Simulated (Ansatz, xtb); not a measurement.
# Two structures of CHOS+

Structure a is `O=C=[SH+]`, a singlet and structure b is a singlet given by its coordinates. Both are isolated ions in the gas phase, relaxed with PBE0-D4/def2-TZVP.

a (Å):

```json
{"atom": "C", "x (Å)": "-0.0249", "y (Å)": "0.7558", "z (Å)": "0.4347"}
{"atom": "O", "x (Å)": "0.0809", "y (Å)": "1.6512", "z (Å)": "1.0996"}
{"atom": "S", "x (Å)": "-0.1377", "y (Å)": "-0.5029", "z (Å)": "-0.6162"}
{"atom": "H", "x (Å)": "-0.7048", "y (Å)": "-1.2710", "z (Å)": "0.3559"}
```

b (Å):

```xyz
4

C    -0.3671   -1.0029   -0.3517
O     0.2252   -0.7535   -1.3969
S    -0.9737   -1.3421    0.9710
H    -0.2790   -0.4140   -2.1673
```

Close contacts (Å): C1–O2 1.23, C1–S3 1.49, O2–H4 0.98.

Quicker runs give these differences E(b) − E(a): GFN2-xTB −8.0 kcal/mol; HF/STO-3G +8.0 kcal/mol (at GFN2-xTB geometries); r2SCAN-D4/def2-SVP +0.2 kcal/mol (at GFN2-xTB geometries).

**Question.** Which of the two would you expect CCSD(T)/def2-TZVPP electronic energies to favour?

**Answer.** Structure a; the calculation gives E(b) − E(a) = +3.7 kcal/mol.

The same difference at several levels:

| level | geometry | E(b) − E(a) (kcal/mol) | departure from the last row (kcal/mol) | job, with rough time for the two |
| --- | --- | --- | --- | --- |
| GFN2-xTB | GFN2-xTB | −8.0 | −11.7 | optimisation, 0.51 s |
| HF/STO-3G | GFN2-xTB | +8.0 | +4.3 | single point, 0.88 s |
| r2SCAN-D4/def2-SVP | GFN2-xTB | +0.2 | −3.4 | single point, 4 s |
| PBE0-D4/def2-TZVP | PBE0-D4/def2-TZVP | +2.7 | −1.0 | optimisation, 49 s |
| HF/def2-TZVPP | PBE0-D4/def2-TZVP | +6.7 | +3.0 | part of the CCSD(T) run |
| MP2/def2-TZVPP | PBE0-D4/def2-TZVP | +2.5 | −1.1 | part of the CCSD(T) run |
| CCSD(T)/def2-TZVPP | PBE0-D4/def2-TZVP | +3.7 |  | single point, 23 s |

GFN2-xTB puts the two in the other order. r2SCAN-D4/def2-SVP finds them nearly level. The largest departure from CCSD(T)/def2-TZVPP is that of GFN2-xTB, 11.7 kcal/mol.

With harmonic frequencies from PBE0-D4/def2-TZVP (ideal gas, rigid rotor, one conformer each, 400 K, 1 atm): the zero-point term adds +1.4 kcal/mol; ΔH is +5.0 and ΔG +5.6 kcal/mol.

The correlated steps freeze 7 core orbitals. Codes used: Ansatz 0.2.0, xtb 6.7.1; the last row on 1 thread of AMD EPYC (Zen 3) on a shared host.
